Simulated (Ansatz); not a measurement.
Saddle point of SiH$_{7}$OF, singlet (SiH₄ + H₂O + HF → SiH₄O ([OH][SiH3]) + HF + H₂; bonds formed: Si1–O7, H2–H8, H6–F9; bonds broken: Si1–H2, H6–O7, H8–F9), PBE0-D4/def2-TZVP structure:

```
atom    x (Å)    y (Å)    z (Å)
 Si1  -0.9223   0.2856   0.3432
  H2   0.0054  -1.1248   0.7111
  H3  -1.8678  -0.6230  -0.3548
  H4  -1.4049   1.6403  -0.1357
  H5  -1.0945   0.4098   1.8122
  H6   1.3366  -0.0715  -0.6069
  O7   0.6738   0.7346  -0.4264
  H8   0.8556  -1.3753   0.1912
  F9   1.7692  -1.3267  -0.4662
 H10   0.6489   1.4512  -1.0678
```

Energies are electronic, without zero-point energy. Barriers and step energies count from the start structure reached by relaxing down the imaginary mode; all methods use the PBE0-D4 structures, on which another method's saddle can fall below an end. Computed with Ansatz 0.2.0 (basis: def2-TZVPP, with def2-QZVPP for the basis limit); correlated methods freeze the cores. B3LYP uses VWN-RPA correlation. Extrapolation: Hartree–Fock as exp(−7.88 √X), correlation as X^−2.97.

```
      method  barrier (eV)  step energy (eV)
       SPW92         0.595            -0.381
      PBE-D4         1.113            -0.441
     BLYP-D4         1.287            -0.537
   r2SCAN-D4         1.179            -0.532
      B97M-V         1.329            -0.483
     PBE0-D4         1.300            -0.456
    B3LYP-D4         1.409            -0.537
  r2SCAN0-D4         1.329            -0.525
    BHLYP-D4         1.615            -0.556
CAM-B3LYP-D4         1.400            -0.537
     wB97X-V         1.465            -0.516
     wB97M-V             ?            -0.518
      B2PLYP         1.496            -0.550
    PBE-QIDH             ?            -0.515
  RPA on PBE         1.582            -0.522
          HF         2.278            -0.568
         MP2             ?            -0.594
        CCSD         1.690            -0.518
     CCSD(T)         1.573            -0.523
```

Task: Fill in the withheld barriers. (Judge from chemistry; the value comes from the calculation.)

Result: By the calculation: MP2 1.496; PBE-QIDH 1.443; wB97M-V 1.440 eV. Each is the energy of the saddle less that of the start structure, by the same method.

For comparison, the barrier by CCSD(T) at an estimated basis limit (MP2 extrapolated from triple and quadruple zeta, plus CCSD(T) − MP2 in triple zeta) is 1.555 eV.

No T1 diagnostic of these runs exceeds 0.012.

Labels in which every atom is bracketed show which atoms are joined, not bond orders.

For scale, one of the runs: CCSD(T)/def2-TZVPP, 202 basis functions (an equivalent command: `ansatz run in.yaml --threads 4`). Time: 44 s of wall clock on 4 CPU threads; the host was shared. Peak host memory: 2.5 GiB.
